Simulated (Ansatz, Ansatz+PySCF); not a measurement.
```tsv
atom	x (Å)	y (Å)	z (Å)
C	0.0000	0.4471	-0.3001
H	0.0000	1.3738	0.1812
O	0.0000	-0.5071	0.2024
```

UHF-MP2 on doublet CHO was run in several spherical basis sets with Ansatz (development build ahead of 0.2.0). Frozen core: 2 orbitals.

**Question.** Rank the basis sets by the total energy that they give, lowest first, with the distance from the lowest.
A. def2-SVP
B. 6-31G(d)
C. cc-pVTZ
D. cc-pVDZ
E. def2-TZVP

**Answer.** E (0.00 eV), C (0.03 eV), D (3.09 eV), B (3.81 eV), A (5.74 eV).

Totals follow the description of the cores as much as that of the bonds, so this order isn't one of quality for chemistry.
